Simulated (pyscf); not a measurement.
This saddle point was located with ωB97X-D3(BJ)/def2-SVP in PySCF.

```xyz
11

N     -0.1014    -0.4113     0.4610
Ta    -2.1125    -0.5591    -0.3106
Cl    -1.0838    -1.0140    -2.2939
Cl    -4.2041    -0.9487    -1.1905
Cl    -2.4252    -2.0564     1.3790
Cl    -2.2666     1.5880     0.2475
H      0.4086     0.4343     0.0690
H      0.5497    -1.1999     0.4595
S      0.8329     2.0621     1.5377
H     -0.0795     0.0297     1.4274
H     -0.1222     3.0101     1.4919
```
Charge 0, spin multiplicity 1.

Surface: singlet, charge 0. Lowest wavenumbers (cm⁻¹): 555i, 31, 41, 59, 82.

Question: What reaction is this the transition state of?

Answer: H₂N–Ta(Cl)(Cl)(Cl)–Cl (SMILES [NH2][Ta]([Cl])([Cl])([Cl])[Cl]) + H₂S (SMILES S) ⇌ H₂N–Ta(Cl)(Cl)(Cl)–Cl (SMILES [NH2][Ta]([Cl])([Cl])([Cl])[Cl]) + H₂S (SMILES S), a four-centre exchange read from left to right: H–N, H–S broken and H–N, H–S formed. At ωB97M-D3(BJ)/def2-TZVP it lies +175.5 kJ/mol from the left side and +175.5 kJ/mol from the right (each side as separated species at their lowest minima found). This is the saddle that the search found; another between the same sides may lie lower. A restricted solution here is unstable towards spin polarisation, so biradical character is likely and single-reference numbers are less safe. Elements past Kr carry the def2 core potentials, without spin-orbit coupling.
